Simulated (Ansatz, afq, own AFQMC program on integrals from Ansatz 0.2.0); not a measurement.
## Atomization energy of SiGeH2, singlet, worked out

```yaml
atoms:
  - { symbol: Si, position_ang: [0.0000, 0.0000, 1.5778] }
  - { symbol: Ge, position_ang: [0.0000, 0.0000, -0.6770] }
  - { symbol: H, position_ang: [0.0000, 1.2330, 2.4116] }
  - { symbol: H, position_ang: [0.0000, -1.2330, 2.4116] }
```

Connectivity, by distances: SiH2–Ge.

Basis cc-pVDZ. Noble-gas cores (and the filled d shells of Ga–Kr and In–Xe) are frozen. Integrals, coupled cluster, full CI and functionals: Ansatz 0.2.0; the random walks run on the same integrals in our own AFQMC program. The CISD trial takes its coefficients from CCSD amplitudes. Released means that phaseless walkers are propagated on without the constraint, phases kept. ± is one standard error of the sampling. No spin–orbit coupling.

Total energies in eV. CBS is CCSD(T) at the limit of def2-TZVPP/QZVPP (extrapolated itself); the highest rung of each member is named.

Cautions: inner d shell frozen; no relativity below Rb; no spin-orbit coupling; SiGeH₂ (singlet): higher spins were not checked, an unrestricted solution with more broken spin lies lower, while this determinant keeps restricted orbitals, the released energies are still falling, so no released level is given (meV from the phaseless value at times in 1/Eh: -10 ± 17 at 0.24, -10 ± 16 at 0.51, -13 ± 15 at 0.99, -36 ± 15 at 1.62, -42 ± 15 at 2.40), though the last usable value meets CCSDT(Q) within the noise.

```tsv
member	count	CCSD(T)/cc-pVDZ	highest rung in cc-pVDZ	which	CCSD(T)/CBS
Si (triplet)	+1	-7861.7800	-7861.7922	FCI	-7862.5000
Ge (triplet)	+1	-56473.1139	-56473.1222	FCI	-56475.5964
H (doublet)	+2	-13.5861	-13.5861	FCI	-13.6059
SiGeH₂, singlet	-1	-64370.3588	-64370.4127	CCSDT(Q)	-64374.6360
```

Q: Work out the best estimate of the atomization energy: the CCSD(T)/CBS difference plus the step from CCSD(T) to the highest rung.

A: Sums with the counts: CCSD(T)/CBS 9.3278 eV, highest rung 8.3261 eV, CCSD(T)/cc-pVDZ 8.2927 eV. The step is 8.3261 − 8.2927 = 0.0334 eV, so the best estimate is 9.3278 + (0.0334) = 9.3612 eV = 903.2 kJ/mol. The basis set is worth 1.035 eV of it. Zero-point, core-correlation and spin–orbit terms aren't in it. Past Ne the Hartree–Fock part of each CBS total tends to overshoot, since the cores don't follow the formula; that largely cancels in the difference.

Best estimates are given only where the step beyond CCSD(T) is under 0.3 eV and no member's determinant is very poor (T1 over 0.05, or 0.07 for open shells, ⟨S²⟩ too high by 0.3, two states mixed), so the hardest cases are missing from such tables.

CCSDT and higher add their correlation energy to the determinant of the CCSD(T) run, since their own runs factorise the integrals more tightly (a shift of under 2 meV). Each member of a difference takes its own highest rung, so a best estimate needn't equal the limit plus the step of one row.
